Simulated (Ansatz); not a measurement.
# BNH4 (triplet): the correlation ladder at distance B1–H4 along a hydrogen transfer = 1.110 Å, cc-pVDZ

An exercise on one series of results from a longer session: the logs are not shown, and one member is left open.

The runs use Ansatz 0.2.0, Gaussian basis; cc-pVDZ, core rule «outside noble gas», up to 2 orbitals frozen.

To be run: UHF; CCSD(T) on ROHF; CCSD(T) on UHF; BCCD(T) on ROHF; CISD; CCSDT(Q) on ROHF; CCSDT(Q) on UHF; CASSCF and MRCISD+Q, 4 electrons in 4 orbitals; CASSCF and NEVPT2, 4 electrons in 4 orbitals.

7 further runs of the same task are left out: 1 for a mislabelled method, 5 that didn't finish, 1 set aside as unsound or not needed.

### What is computed

The geometry derives from fragments relaxed apart (PBE0/def2-TZVP) and kept rigid, so it is no stationary point. A hydrogen atom is moved between rigid fragments.

6 atoms, charge 0, spin multiplicity 3.

Atoms are counted from 1 here; the program's logs count them from 0.

Bond lengths: B1–H2 1.193 Å, B1–H3 1.193 Å, B1–H4 1.110 Å, N5–H6 1.040 Å. Angles: H2–B1–H3 120.0°, H2–B1–H4 120.0°, H3–B1–H4 120.0°.

The first run:

Contents of in.yaml:

```yaml
crystal:
  periodic: [false, false, false]
  atoms:
    - {symbol: B, position_ang: [-1.483516, 0.035086, 0.000000]}
    - {symbol: H, position_ang: [-2.080249, 1.068657, 0.000000]}
    - {symbol: H, position_ang: [-2.080250, -0.998486, 0.000000]}
    - {symbol: H, position_ang: [-0.373516, 0.035086, 0.000000]}
    - {symbol: N, position_ang: [1.354484, 0.035086, 0.000000]}
    - {symbol: H, position_ang: [1.623566, -0.969141, 0.000000]}
basis:
  gaussian: {orbitals: cc-pVDZ}
magnetization: {spin_polarized: true, initial_magnetization: 2}
hamiltonian: {xc: hf}
output: {orbitals: {seedname: orbitals}}
```

On the command line:

```console
> ansatz run in.yaml --threads 1 --pin off --events-out ev --progress --plain --max-ram 2393MiB
```

Steps of the session up to this table: UHF; CCSD(T) on ROHF; CCSD(T) on UHF; BCCD(T) on ROHF; CISD; CCSDT(Q) on ROHF; CCSDT(Q) on UHF; CASSCF and MRCISD+Q, 4 electrons in 4 orbitals; CASSCF and NEVPT2, 4 electrons in 4 orbitals.

One table of the session follows, with a row left open; its other results are not shown here.

```
       method  from UCCSDT(Q) (kcal/mol)
         ROHF                    +161.34
          UHF                    +156.61
         RMP2                     +30.15
         UMP2                     +30.09
         CISD                     +13.80
        RCCSD                      +2.96
        UCCSD                      +2.89
     RCCSD(T)                      +0.60
     UCCSD(T)                      +0.57
      BCCD(T)                      +0.60
       RCCSDT                      +0.14
       UCCSDT                          ?
    RCCSDT(Q)                      +0.03
    UCCSDT(Q)                          0
  CASSCF pair                    +146.78
  NEVPT2 pair                     +28.38
  MRCISD pair                     +11.79
MRCISD+Q pair                      +0.32
```

Estimate the missing values for UCCSDT.

As computed: from UCCSDT(Q) (kcal/mol): +0.11. In the column «from UCCSDT(Q) (kcal/mol)» it lies between RCCSDT(Q) (+0.03) and RCCSDT (+0.14).

To keep in mind: Restricted and unrestricted rows rest on different reference determinants; where their highest levels disagree by more than a few hundredths of an eV, they describe different states and don't form one ladder.
